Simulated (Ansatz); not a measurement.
# Ta3Sb (Pm-3n)

These are results of Ansatz 0.2.0, DFT r2SCAN, scalar-relativistic, plane waves, PAW, not measurements.

Cutoff 500 eV; k points 8×8×8 on the computed 8-atom cell (Γ-centred); Gaussian smearing, width 0.10 eV; no spin polarisation.

The structure is relaxed at this level of theory with its symmetry kept. Whether it is the stable form of this composition wasn't checked.

```
Ta Sb
1.0
     5.26980    0.00000    0.00000
     0.00000    5.26980    0.00000
     0.00000    0.00000    5.26980
Ta Sb
6 2
Direct
  0.25000 0.00000 0.50000
  0.50000 0.75000 0.00000
  0.75000 0.00000 0.50000
  0.50000 0.25000 0.00000
  0.00000 0.50000 0.75000
  0.00000 0.50000 0.25000
  0.00000 0.00000 0.00000
  0.50000 0.50000 0.50000
```

```json
{
 "Space group": "Pm-3n (No. 223)",
 "Volume per atom": "18.29 Å³",
 "Formation energy from the elements' standard states (uncorrected)": "-0.163 eV/atom",
 "Generalised Kohn–Sham band gap": "none (metal)",
 "Density of states at the Fermi level": "1.89 states/eV per cell",
 "Löwdin character within 0.5 eV of the Fermi level": "Ta 5d 89 %, unprojected 4 %",
 "Bulk modulus": "199 GPa",
 "Its pressure derivative": "4.2",
 "Bader charges (e)": "Ta (6 in the cell) 0.36, Sb (2 in the cell) -1.07"
}
```

Spin-orbit coupling is left out, which matters for the bands of heavy elements.

Cost: 9 runs of about 9.5 core-minutes in all, on Oxide Virtual Turin-like Processor (Zen 5) (shared hosts).